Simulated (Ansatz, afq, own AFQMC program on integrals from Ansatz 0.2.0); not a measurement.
# Breaking B3–O2 in CH$_{4}$BClO, singlet

| atom | x (Å) | y (Å) | z (Å) |
| --- | --- | --- | --- |
| C | 0.1819 | 1.1028 | -0.0799 |
| O | 0.1958 | -0.1915 | -0.6319 |
| B | -0.1752 | -1.2757 | 0.0511 |
| Cl | -0.1100 | -2.8347 | -0.7600 |
| H | -0.4833 | 1.7432 | -0.6779 |
| H | -0.1650 | 1.0986 | 0.9659 |
| H | 1.1976 | 1.5235 | -0.1212 |
| H | -0.5496 | -1.2234 | 1.1983 |

Products: BHCl (doublet; BH–Cl) and CH3O (doublet; CH3–O), each relaxed with PBE0/def2-SVP like the molecule; electronic energies without zero-point terms. Determinants: RHF, UHF and UHF in that order.

Basis def2-TZVP. Only valence electrons are correlated. Ansatz 0.2.0 and our own AFQMC program on the same integrals; the CISD trial comes from CCSD amplitudes, and released means the phaseless constraint is let go. ± is one standard error of the sampling. The errors of all members are added in quadrature.

No full CI on the walks' own integrals is used here. The released AFQMC energy serves as the reference, which it does only where one determinant dominates, the energy is flat over the last release times and near the phaseless one (40 meV or 2 meV an electron, half that with transition metals). On small molecules, where full CI could be run and the noise was under 10 meV, such values lay within 10 meV of it in 19 cases of 20, a flattering rate, since the rule was set on those same cases; what remains of the bias isn't in the error bar. Each member takes its own surest rung, up to full CI.

The best estimate is CCSD(T) at the basis-set limit (CBS: def2-TZVPP and def2-QZVPP, with their diffuse functions for anions and beside diffuse sets, CCSD(T) itself extrapolated) plus the step from CCSD(T) to AFQMC with the constraint released in def2-TZVP. Rows without CBS are in def2-TZVP; B2PLYP and the wave-function rows carry a basis error of their own. Core correlation and relativity beyond core potentials are missing, and ± holds the sampling alone.

Cautions: CH₄BClO (singlet): the released value is read at 0.90 1/Eh with a noise of 21 meV, more than in the cases checked (meV from the phaseless value at times in 1/Eh: -12 ± 21 at 0.21, -19 ± 16 at 0.42, 5 ± 11 at 0.63, -28 ± 21 at 0.90).

| level | bond energy (kcal/mol) |
| --- | --- |
| B2PLYP | 140.7 |
| MP2 | 151.0 |
| PBE | 137.0 |

Question: From these cheaper values, estimate the bond energy at the level of the best estimate.

Answer: 144.8 ± 0.5 kcal/mol (best estimate, highest rung released AFQMC).

| level | bond energy (kcal/mol) | error against the best estimate (kcal/mol) |
| --- | --- | --- |
| HF | 109.6 | -35.2 ± 0.5 |
| CCSD | 139.6 | -5.2 ± 0.5 |
| CCSD(T) | 142.1 | -2.8 ± 0.5 |
| ph-AFQMC/CISD | 142.1 ± 0.4 | -2.7 ± 0.6 |
| released AFQMC | 141.9 ± 0.5 | -2.9 |
| HF/CBS | 109.7 | -35.1 ± 0.5 |
| MP2/CBS | 154.1 | 9.2 ± 0.5 |
| CCSD(T)/CBS | 144.8 | -0.1 ± 0.5 |
| r2SCAN | 134.9 | -10.0 ± 0.5 |
| PBE0 | 137.3 | -7.6 ± 0.5 |
| B3LYP | 135.8 | -9.0 ± 0.5 |
| wB97M-V | 144.1 | -0.7 ± 0.5 |

Correlation beyond CCSD(T) changes it by less than twice the noise. Going to the basis-set limit adds 2.7 kcal/mol at CCSD(T). The perturbative (T) step is worth +2.4 kcal/mol. The functionals spread over 9.3 kcal/mol; wB97M-V comes nearest and r2SCAN is 10.0 kcal/mol too low.

Best estimates are given only where the step beyond CCSD(T) is under 0.3 eV and no member's determinant is very poor (T1 over 0.05, or 0.07 for open shells, ⟨S²⟩ too high by 0.3, two states mixed), so the hardest cases are missing from such tables.

The functionals ran in a triple-zeta set and keep a basis error of their own, a few kJ/mol for each bond in atomization energies and more for double hybrids, so close places among them and the extrapolated levels can swap.

Each member of a difference takes its own highest rung, so a best estimate needn't equal the limit plus the step of one row. A walk keeps the symmetry of its determinant, which the program's search chose and which needn't be the lowest solution, so a lower state of the same spin and another symmetry isn't excluded. Released energies are given only where the last usable release times agree within the noise; a slower fall can still hide under it.
